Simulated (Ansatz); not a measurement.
We consider zinc-blende BeTe, described by r²SCAN+SOC (PAW; Ansatz, an electronic-structure program).

Run with plane-wave cutoff 560 eV, 10×10×10 k mesh, Fermi–Dirac smearing 0.01 eV, PAW data made under PBE.

Computed points:

```
V (Å³/atom)  E − E_lowest (meV/atom)  P (GPa)
-----------  -----------------------  -------
21.273                         16.70     4.14
21.726                          7.18     2.62
22.178                          1.74     1.25
22.631                          0.00     0.01
23.084                          1.60    -1.12
23.536                          6.23    -2.14
23.989                         13.61    -3.06
```

Q: Estimate the bulk modulus from the pressures at 22.178 and 23.084 Å³/atom, and compare it with a fit to all energies.

A: B = −V dP/dV. Between V = 22.178 and 23.084 Å³/atom, dP/dV = (-1.12 − (1.25))/(23.084 − 22.178) = -2.62 GPa per Å³/atom; at the midpoint 22.631 Å³/atom this gives B ≈ 59.2 GPa. The third-order Birch–Murnaghan fit gives V0 = 22.633 Å³/atom, B0 = 59.1 GPa, B′ = 4.0, which lies within 1 % of that estimate.

Measured, for comparison: bulk modulus 67 GPa (room temperature, not corrected to a static lattice; as tabulated in Elmahjoubi et al. (2023), arXiv:2303.01780); equilibrium volume per atom 22.26 Å³/atom (temperature not stated, not corrected to a static lattice; as tabulated in Bernardini et al. (2000), arXiv:cond-mat/0007180). Computed less measured: bulk modulus -12 %, equilibrium volume per atom +1.7 %.

Static lattice: no zero-point or thermal effects.

The result took around 4 core-minutes (rough).
